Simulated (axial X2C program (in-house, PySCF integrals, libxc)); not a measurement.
Bond lengths and stretching modes, held linear, of ClSiCl⁺

Computed with an axial X2C code built on PySCF integrals: two-component X2C with atomic mean-field Coulomb and Gaunt terms, Gaussian nuclei, basis Cl dyall-av3z, Si dyall-v3z with contracted cores. Spin-free rows use the one-electron spin-free X2C Hamiltonian.

Masses Cl 34.969, Si 27.977, Cl 34.969 u. States: 2c Ω = 1/2 (beyond evenly filled blocks: ω = 1/2); spin-free M_S = 1/2, Λ = 0 (beyond evenly filled blocks: σα).

LDA, spin-free: energies above the lowest point

```json
{"r(Cl–Si) (Å)": "1.9705", "r(Si–Cl) (Å)": "1.9705", "E (meV)": "60.34"}
{"r(Cl–Si) (Å)": "1.9705", "r(Si–Cl) (Å)": "2.0210", "E (meV)": "27.76"}
{"r(Cl–Si) (Å)": "1.9705", "r(Si–Cl) (Å)": "2.0715", "E (meV)": "38.68"}
{"r(Cl–Si) (Å)": "2.0210", "r(Si–Cl) (Å)": "1.9705", "E (meV)": "27.76"}
{"r(Cl–Si) (Å)": "2.0210", "r(Si–Cl) (Å)": "2.0210", "E (meV)": "0.00"}
{"r(Cl–Si) (Å)": "2.0210", "r(Si–Cl) (Å)": "2.0715", "E (meV)": "15.72"}
{"r(Cl–Si) (Å)": "2.0210", "r(Si–Cl) (Å)": "2.1221", "E (meV)": "64.62"}
{"r(Cl–Si) (Å)": "2.0715", "r(Si–Cl) (Å)": "1.9705", "E (meV)": "38.68"}
{"r(Cl–Si) (Å)": "2.0715", "r(Si–Cl) (Å)": "2.0210", "E (meV)": "15.72"}
{"r(Cl–Si) (Å)": "2.0715", "r(Si–Cl) (Å)": "2.0715", "E (meV)": "36.24"}
{"r(Cl–Si) (Å)": "2.1221", "r(Si–Cl) (Å)": "2.0210", "E (meV)": "64.62"}
{"r(Cl–Si) (Å)": "2.1221", "r(Si–Cl) (Å)": "2.1221", "E (meV)": "148.20"}
```

Problem. Fit a quadratic surface with cubic terms in each bond: where is the minimum, and what are the two stretching wavenumbers?

Solution. At LDA, spin-free: bonds 2.026 and 2.026 Å; harmonic stretches 379.7 and 634.8 cm⁻¹; force constants 2.67, 2.67 and coupling 0.30 mdyn/Å.

The other levels and Hamiltonians give:

| Hamiltonian | level | r(Cl–Si) (Å) | r(Si–Cl) (Å) | lower stretch (cm⁻¹) | upper stretch (cm⁻¹) |
| --- | --- | --- | --- | --- | --- |
| 2c | PBE0 | 2.024 | 2.024 | 385.8 | 634.1 |
| 2c | HF | 2.020 | 2.020 | 383.5 | 584.7 |
| 2c | LDA | 2.026 | 2.026 | 379.6 | 634.6 |
| 2c | MP2 | 2.015 | 2.015 | 404.3 | 679.8 |
| spin-free | PBE0 | 2.024 | 2.024 | 385.9 | 634.2 |
| spin-free | HF | 2.020 | 2.020 | 383.7 | 584.9 |
| spin-free | MP2 | 2.015 | 2.015 | 404.4 | 679.8 |

Each state is one determinant, the lowest of a limited PBE0 search; the stretches come from a fit to these few points and carry an uncertainty of a few per cent. Other orders of the atoms were not compared. MP2 freezes inner shells (threshold -2 hartree). The molecule was held linear; bending was not examined, so a bent shape may lie lower.
